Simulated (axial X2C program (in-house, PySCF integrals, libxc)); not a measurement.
# SPS²⁺: properties at the nuclei

Calculated with an in-house all-electron X2C program for linear molecules (integrals from PySCF): two-component X2C with atomic mean-field Coulomb and Gaunt terms, Gaussian nuclei, basis S dyall-av3z, P dyall-v3z with contracted cores.

S–P–S held linear, with bonds 1.893 and 1.893 Å (near the PBE0 minimum at charge 2 of the determinant lowest at the starting distance; the state shown can have its own minimum elsewhere, held linear; other orders of the atoms were not compared).

Input and command:
```json
{"zs": [16, 15, 16], "q": 2, "bas": ["dyall-av3z", "dyall-v3z", "dyall-av3z"], "r0": [1.96, 1.96], "symm": 1, "scan": ["PBE0", "HF", "TPSSh"], "levels": ["PBE0", "HF", "BHandHLYP"], "nst": 2}
```
```bash
python solin.py task.json out
```

Keys: zs atomic numbers; q charge; bas basis sets; r0 starting distance in Å; symm equal bonds; scan levels of the two-bond scan; levels methods; nst determinants followed.

Determinant lowest in the PBE0 search, Ω = 3/2 (⟨Sz⟩ = 0.50, ⟨Lz⟩ = 1.00 at PBE0), spin on the atoms S 0.33, P -0.16, S 0.33:

```tsv
level	A∥/gI S (MHz)	qzz S (a.u.)	A∥/gI P (MHz)	qzz P (a.u.)
PBE0	140	1.24	-51.4	-1.18
HF	162	1.30	-217	-1.62
BHandHLYP	159	1.31	-90.6	-1.40
```

Determinant 0.05 eV from it at PBE0 and this distance, Ω = 1/2 (⟨Sz⟩ = -0.50, ⟨Lz⟩ = 1.00 at PBE0), spin on the atoms S -0.33, P 0.16, S -0.33:

```csv
level,A∥/gI S (MHz),qzz S (a.u.),A∥/gI P (MHz),qzz P (a.u.)
PBE0,752,1.23,21.5,-1.18
HF,791,1.28,156,-1.61
BHandHLYP,796,1.29,-18.9,-1.40
```

A∥ (defined per Ω) follows by multiplying with gI = μI/(I μN); qzz is the electric field gradient, eQq0 = 234.96 MHz × Q/barn × qzz. The operators were transformed with the bare-nucleus X2C matrices; with these basis sets, hyperfine constants and field gradients can be off by tens of per cent, and where levels differ in sign neither size nor sign is settled.

Q: With gI(33S) = 0.4292, Q(33S) = -0.0694 barn (g factors from the IAEA table of nuclear moments by Stone; Q from Pyykkö, Mol. Phys. 2018), turn the PBE0 values of the first state into constants in MHz.

A: A∥(33S) = 140 × 0.4292 = 60.1 MHz; eQq0(33S) = 234.96 × (-0.0694) × (1.24) = -20.2 MHz.

The molecule was held linear; bending was not examined, so a bent shape may lie lower.

Each state is one determinant with collinear spin. Unrestricted Hartree–Fock can overshoot spin polarisation at the nuclei. The search compared states at one distance, so a state with another bond length can lie lower. Where a field gradient or hyperfine factor spreads by more than a factor of two over the levels, a constant derived from it is not to be relied on. PBE0 term energies can be off by some tenths of an eV.
